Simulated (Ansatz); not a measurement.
A made-up structure of BSiH$_{3}$O, closed shell:

```
6
angstrom
B -0.2354 0.4802 0.8018
Si 0.2535 -0.5269 -0.8574
O -0.4561 1.9628 0.7451
H -0.7526 -1.0492 -1.7125
H 1.6129 -0.6841 -1.2367
H -0.3331 -0.1301 1.7716
```

It is relaxed with PBE-D4/def2-SVP and then PBE0-D4/def2-TZVP (Ansatz 0.2.0). Atoms count as bonded within 1.22 times the sum of their covalent radii (H–H: 0.88 Å). The end point is not checked to be a true minimum.

**Question.** Does its bonding change? (A judgement: the text doesn't fix the answer.)

**Answer.** Computed: Yes. Formed: Si2–O3; broken: none.

Where it ends: The first stage lowers the energy by 3.10 eV in 11 steps. It ends as BSiH₃O ([BH]1[O][SiH2]1):
B1  (-0.234, 0.174, 1.032)
Si2  (0.206, -0.395, -0.725)
O3  (-0.188, 1.113, 0.077)
H4  (-0.791, -0.725, -1.770)
H5  (1.573, -0.359, -1.296)
H6  (-0.477, 0.244, 2.194)
(Å)

Labels in which every atom is bracketed show which atoms are joined, not bond orders.

For scale, one of the runs: PBE0-D4/def2-TZVP relaxation, 117 basis functions, launched by `ansatz run in.yaml --threads 2 --pin off --events-out ev --progress --plain --max-ram 4352MiB`. Hardware: 2 CPU threads of an Arm Neoverse V1, shared host. Wall time about 14 s.
